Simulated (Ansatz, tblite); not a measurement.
# The cluster AgTe₂: a ladder of methods and basis sets

Aim: run the doublet of the cluster AgTe₂ at one geometry on many levels, and compare frontier levels, spin and run time.

The runs use Ansatz 0.2.0, Gaussian basis; as each input shows.

The runs, in order: GFN1-xTB, GFN2-xTB, PBE-D4/def2-TZVP, r2SCAN-D4/def2-TZVP, CAM-B3LYP-D4/def2-TZVP, BHLYP-D4/def2-TZVP, HF/def2-TZVP, ωB97X-V/def2-TZVP, r2SCANh-D4/def2-TZVP, PBE-D4/def2-SVP, PBE0-D4/def2-SVP, PBE0-D4/def2-TZVPD, PBE-D4/def2-TZVPD, r2SCAN-D4/def2-TZVPD, CCSD(T)/def2-SVP, MP2/def2-TZVP, RPA/def2-TZVP.

2 further runs of the same task are left out: 2 set aside as unsound or not needed. Runs told in other sessions of the task aren't counted.

## 1. The structure

The geometry is that of the doublet, from an earlier relaxation (PBE0-D4/def2-TZVP). At that level it is the lowest of the isomers that a small search found.

3 atoms, charge 0, spin multiplicity 2.

Bond lengths: Ag1–Te2 2.717 Å, Ag1–Te3 2.718 Å, Te2–Te3 2.723 Å. Angles: Te2–Ag1–Te3 60.1°, Ag1–Te2–Te3 60.0°, Ag1–Te3–Te2 59.9°.

Geometry (Å):

```xyz
3

Ag   -0.7564    0.1745    1.3624
Te    1.5191   -0.4002   -0.0070
Te   -0.7627    0.2257   -1.3554
```

Ag, Te take a core potential in the def2 sets. No spin-orbit coupling is included.

PBE0-D4/def2-TZVP was run before; its log isn't repeated, and its numbers join the tables.

## 2. GFN1-xTB

Tight binding, by tblite at 300 K electronic temperature and without a spin-polarisation term:

```python
tblite.interface.Calculator('GFN1-xTB', numbers, positions, charge=0, uhf=1).singlepoint()
```

Energy -310.1597 eV; 0.003 s.

## 3. GFN2-xTB

Tight binding, by tblite at 300 K electronic temperature and without a spin-polarisation term:

```python
tblite.interface.Calculator('GFN2-xTB', numbers, positions, charge=0, uhf=1).singlepoint()
```

Energy -274.9581 eV; 0.003 s.

## 4. PBE-D4/def2-TZVP

start.molden holds the orbitals of an earlier run on this state, given as this run's starting guess.

File in.yaml:

```yaml
crystal:
  periodic: [false, false, false]
  atoms:
    - {symbol: Ag, position_ang: [-0.756389, 0.174546, 1.362374]}
    - {symbol: Te, position_ang: [1.519078, -0.400246, -0.006966]}
    - {symbol: Te, position_ang: [-0.762689, 0.225700, -1.355408]}
basis:
  gaussian: {orbitals: def2-TZVP, initial_orbitals: start.molden}
magnetization: {spin_polarized: true, initial_magnetization: 1}
hamiltonian: {xc: pbe, dispersion: d4}
scf: {omitted_lower_state_checks: [starts]}
output: {orbitals: {seedname: orbitals}}
```

Started as:

```
ansatz run in.yaml --threads 4 --pin off --events-out ev --progress --plain --max-ram 3916MiB
```

After this run come: r2SCAN-D4/def2-TZVP; CAM-B3LYP-D4/def2-TZVP; BHLYP-D4/def2-TZVP; HF/def2-TZVP; ωB97X-V/def2-TZVP; r2SCANh-D4/def2-TZVP; PBE-D4/def2-SVP; PBE0-D4/def2-SVP; PBE0-D4/def2-TZVPD; PBE-D4/def2-TZVPD; r2SCAN-D4/def2-TZVPD; CCSD(T)/def2-SVP; MP2/def2-TZVP; RPA/def2-TZVP.

Q: Predict the results of all the runs planned. Wanted: gap in def2-TZVP, named functionals and Hartree-Fock, smallest and largest; correlation energy, CCSD(T)/def2-SVP; correlation energy, MP2/def2-TZVP; binding an atom, CCSD(T)/def2-SVP; ⟨S²⟩ in def2-TZVP, named functionals and Hartree-Fock, smallest and largest; PBE0 total energy, smallest basis above largest.

The runs gave:

| quantity | value |
| --- | --- |
| gap in def2-TZVP, named functionals and Hartree-Fock, smallest and largest | 0.33 eV (PBE-D4), 6.75 eV (HF) |
| correlation energy, CCSD(T)/def2-SVP | -15.80 eV |
| correlation energy, MP2/def2-TZVP | -37.65 eV |
| binding an atom, CCSD(T)/def2-SVP | 1.250 eV |
| ⟨S²⟩ in def2-TZVP, named functionals and Hartree-Fock, smallest and largest | 0.753, 0.785 |
| PBE0 total energy, smallest basis above largest | 1.56 eV (def2-SVP, def2-TZVPD) |

Orbital gaps of the named functionals and Hartree-Fock in def2-TZVP span 0.33 eV (PBE-D4) to 6.75 eV (HF); exact exchange widens it. The functionals in def2-TZVP miss CCSD(T)/def2-SVP by +0.096 (BHLYP-D4) to +0.397 eV (PBE-D4) an atom. The yardstick is in a double-zeta basis, so levels in larger sets aren't compared like for like. The reference is CCSD(T) in one finite basis, so it carries an error of its own, often a tenth of an eV or more, and near misses can't be ranked. Over the named functionals and Hartree-Fock in def2-TZVP spin contamination reaches 0.03 (HF), which is small.
